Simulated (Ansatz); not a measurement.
**Molybdenum, bcc: convergence with Methfessel-Paxton smearing**

Computed with Ansatz, r²SCAN, scalar-relativistic PAW, on the relaxed cell (a = 3.153 Å; spin not included). Errors count from a run at 500 eV on a Γ-centred 23×23×23 mesh with Fermi-Dirac smearing of 0.1 eV, extrapolated to zero width. Fixed here: cutoff 500 eV, mesh 14×14×14. The SCF starts from atomic densities corrected by a trained network.

| width (eV) | E(σ→0) error (meV/atom) | F error (meV/atom) | P (GPa) | SCF iterations |
| --- | --- | --- | --- | --- |
| 0.01 | 15.6 | 15.6 | 0.10 | 5 |
| 0.03 | 15.6 | 15.5 | 0.10 | 5 |
| 0.1 | 15.4 | 15.2 | 0.14 | 5 |
| 0.2 | 15.0 | 14.3 | 0.15 | 5 |
| 0.3 | 13.9 | 12.7 | 0.04 | 5 |
| 0.6 | 10.0 | 9.6 | -0.36 | 5 |

Q: What does the run at 1.0 give (width)?

A: E(σ→0) error (meV/atom): 4.6; F error (meV/atom): 19.4; P (GPa): -1.20; SCF iterations: 5.
